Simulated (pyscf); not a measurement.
GeH₄ (SMILES [GeH4]) + Cl–Cl (SMILES ClCl) -> Cl–GeH₃ (SMILES [Cl][GeH3]) + HCl (SMILES Cl) (four-centre exchange; singlet surface; Ge–H, Cl–Cl broken, Cl–Ge, Cl–H formed). PySCF, gas phase, ωB97X-D3(BJ)/def2-SVP geometries. MP2 and CC: frozen core, UHF for open shells. ΔMP2 is the change of the MP2 total energy from the triple- to the quadruple-zeta basis. Energies in kJ/mol from the separated reactants.

```csv
level,barrier,reaction energy
ωB97X-D3(BJ)/def2-TZVP,278.8,-247.1
PBE0-D3(BJ)/def2-TZVP,238.0,-238.1
M06-2X/def2-TZVP,265.4,-249.0
ωB97M-D3(BJ)/def2-TZVP,274.0,-238.1
MP2/def2-QZVPP,261.7,-256.8
CCSD/def2-TZVPP,(withheld),-249.8
CCSD(T)/def2-TZVPP + ΔMP2(QZVPP),(withheld),(withheld)
```

### Question
Some entries are withheld; supply them.

### Answer

- CCSD/def2-TZVPP, barrier: 284.4
- CCSD(T)/def2-TZVPP + ΔMP2(QZVPP), barrier: 235.0
- CCSD(T)/def2-TZVPP + ΔMP2(QZVPP), reaction energy: -242.8

The same reactants have a lower exit, to Cl• + Cl• + GeH₄ (no saddle counted: cutting one bond costs +245.9 kJ/mol at ωB97M-D3(BJ), against +274.0 kJ/mol here). This is the saddle that the search found; another between the same sides may lie lower. A restricted solution here is unstable towards spin polarisation, so biradical character is likely and single-reference numbers are less safe. The CCSD(T) − MP2 part came from Ansatz, without density fitting, on the same reference. The largest closed-shell T1 diagnostic is 0.053, which may signal static correlation. The frozen core leaves the outer d or s,p core shells of the metals and heavy elements correlated in the MP2 and CC values, and def2-TZVPP describes them poorly, which can shift differences by a few kcal/mol. Elements up to Kr have no core potential and no relativistic terms here.
